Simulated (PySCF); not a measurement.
**Lithium Hydroxide (LiHO): electronic excitations and core binding energies**

What electronic excitations and core binding energies should Lithium Hydroxide (LiHO) (`[Li][OH]`) show?

The runs use PySCF 2.14.0, with density-fitted response routines of our own; the level of theory stands in each step. All values are computed, except where a source is named. Atoms are numbered from 0 throughout.

## (1) The molecule as given

3 atoms, charge 0, multiplicity 1; geometry from: GFN2-xTB.

Bonds of the start (Å): Li0–O1 1.52, O1–H2 0.95.

## (2) Ultraviolet spectrum: PBE0/def2-SVPD

The job: settings as JSON, then the geometry in Å.

```
{"job": {"kind": "uv", "xc": "PBE0", "basis": "def2-SVPD", "nstates": 8, "ntriplets": 3}, "charge": 0, "multiplicity": 1}
Li     1.333329     0.091741    -0.006554
O     -0.187635    -0.013968    -0.003846
H     -1.134213    -0.080311    -0.002153
```

Method: TDDFT PBE0/def2-SVPD, vertical, gas phase, core orbitals frozen in the response.

**Question.** This job is followed by: delta-SCF UKS SCAN, pcX-2 on the ionised atom, pcseg-1 elsewhere, spin-free X2C. Predict these results of the whole session: lowest singlet (PBE0/def2-SVPD); brightest single state of those computed; lowest triplet; Li1s binding energies, SCAN/pcX-2; O1s binding energies, SCAN/pcX-2.

As calculated:

| quantity | value |
| --- | --- |
| lowest singlet (PBE0/def2-SVPD) | 4.45 eV (278 nm), f = 0.030 |
| brightest single state of those computed | state 6, 6.16 eV, f = 0.051 |
| lowest triplet | 4.36 eV |
| Li1s binding energies, SCAN/pcX-2 | Li0 63.17 eV |
| O1s binding energies, SCAN/pcX-2 | O1 535.11 eV |

In words: The first singlet state (HOMO→LUMO 0.99) lies at 4.45 eV and is weak; of the 8 states computed, the strongest absorption comes from states 6 to 7 together at 6.16 eV (the last state computed is bright too, and its partners may lie past the list). The lowest triplet lies 0.10 eV below the lowest singlet (triplets in Tamm-Dancoff, singlets in full TDDFT).
